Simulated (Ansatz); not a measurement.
A nudged elastic band was laid between two geometries of C$_{2}$HO$_{2}$ (5 atoms, charge -1, multiplicity 1).

Method: RKS PBE-D4/def2-SVP (Ansatz 0.2.0).

```yaml
movable_images: 5
climbing_image: yes
spring: 5.0 eV/Å²
optimiser: quadratic models (default)
start_path: IDPP
force_threshold: 0.05 eV/Å
iteration_limit: 60
end_points: relaxed
```

Image 0:

```xyz
5
Properties=species:S:1:pos:R:3
O 0.424 -1.873 1.100
C 0.112 -0.766 0.636
C -0.315 0.423 0.389
O -0.327 1.333 -0.687
H 0.106 0.883 -1.439
```

Image 6:

```xyz
5
Properties=species:S:1:pos:R:3
O 0.393 -1.936 1.285
C 0.190 -0.923 0.605
C 0.106 -0.019 -0.314
O -0.428 1.299 -0.331
H -0.262 1.579 -1.244
```

Which bonds break or form, and what moves?

No bond is made or broken. The dihedral C2–C3–O4–H5 goes from 1 to -180°.

What energy profile does the band end with?

It converged. The highest image is number 1 of 0 to 6, 0.008 eV above the first end and 0.076 eV above the last; the last end lies 0.068 eV below the first. A vibrational analysis at the climbing image gives one clearly imaginary mode, 131i cm⁻¹: a first-order saddle point. Limits of this set-up: an anion without diffuse functions, the dipole of an ion depends on the origin.

| image | path coordinate (Å) | energy (eV) | dihedral C2–C3–O4–H5 (°) |
| --- | --- | --- | --- |
| 0 | 0.00 | 0.000 | 1 |
| 1 | 0.36 | 0.008 | 62 |
| 2 | 0.57 | 0.003 | 88 |
| 3 | 0.77 | -0.015 | 113 |
| 4 | 0.97 | -0.039 | 136 |
| 5 | 1.18 | -0.060 | 158 |
| 6 | 1.38 | -0.068 | -180 |

What is the geometry of the highest image?


```xyz
5
Properties=species:S:1:pos:R:3
O 0.449 -1.888 1.165
C 0.168 -0.796 0.652
C -0.419 0.280 0.249
O -0.168 1.387 -0.585
H -0.031 1.018 -1.481
```

What are the harmonic wavenumbers there?

131i, 258, 471, 545, 817, 1135, 1351, 2084, 3526 cm⁻¹.

Run time: 82 s on 1 thread of Arm Neoverse V2, on a shared host, peak memory 0.099 GiB.
